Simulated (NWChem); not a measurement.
# Spin states of dimethyl ether (C2H6O)

```xyz
9

C     -1.1611     0.0000    -0.1881
O      0.0000     0.0000     0.5778
C      1.1611     0.0000    -0.1881
H     -1.2330    -0.8952    -0.8395
H     -1.2330     0.8952    -0.8395
H     -2.0215     0.0000     0.4963
H      1.2330    -0.8952    -0.8395
H      2.0215     0.0000     0.4963
H      1.2330     0.8952    -0.8395
```
Charge 0, spin multiplicity 1.

The numbers come from NWChem runs, not from measurements. The geometry was optimised at PBE0/def2-SVP, a minimum by its harmonic frequencies.

Basis set: def2-SVP. The gap is E(triplet) − E(singlet) at the geometry of the singlet, so a negative value puts the higher spin lower. Open shells are unrestricted, coupled cluster uses restricted open-shell references, and the singlet is the closed-shell solution. The triplet is the single determinant that the SCF runs reached, with unpaired electrons in orbitals of symmetry a1 and b2 (C2v labels); it need not be the lowest triplet, which in molecules with degenerate π orbitals can need several determinants.

Relative cost: rough, from shared machines, SCF included, PBE = 1.

The correlated methods keep 3 core orbitals frozen. B3LYP has NWChem's definition, with VWN1-RPA local correlation. GW and range-separated runs recompute their integrals, the others keep them in memory, which bears on the times. No SCF solution was tested for a lower state. Open-shell Hartree-Fock references start from PBE0 orbitals; any time given for them includes that run. No row is a measurement; the coupled-cluster row has its own basis-set and correlation limits.

```json
[
 {"method": "PBE", "vertical singlet-triplet gap (kcal/mol)": "…", "relative cost": "1", "remark": "-"},
 {"method": "CAM-B3LYP", "vertical singlet-triplet gap (kcal/mol)": "180.3", "relative cost": "7", "remark": "-"},
 {"method": "CCSD(T)", "vertical singlet-triplet gap (kcal/mol)": "186.4", "relative cost": "20", "remark": "large amplitudes"},
 {"method": "B2PLYP", "vertical singlet-triplet gap (kcal/mol)": "181.4", "relative cost": "under 3", "remark": "-"},
 {"method": "B3LYP", "vertical singlet-triplet gap (kcal/mol)": "173.9", "relative cost": "under 3", "remark": "-"},
 {"method": "MP2", "vertical singlet-triplet gap (kcal/mol)": "…", "relative cost": "under 3", "remark": "-"},
 {"method": "BP86", "vertical singlet-triplet gap (kcal/mol)": "165.6", "relative cost": "under 3", "remark": "-"},
 {"method": "HF", "vertical singlet-triplet gap (kcal/mol)": "…", "relative cost": "under 3", "remark": "-"},
 {"method": "CR-CCSD(T)", "vertical singlet-triplet gap (kcal/mol)": "…", "relative cost": "10", "remark": "large amplitudes"}
]
```

Question: Complete the blanks.

Answer: 
- PBE, vertical singlet-triplet gap (kcal/mol): 165.0
- MP2, vertical singlet-triplet gap (kcal/mol): 196.7
- HF, vertical singlet-triplet gap (kcal/mol): 185.7
- CR-CCSD(T), vertical singlet-triplet gap (kcal/mol): 187.6
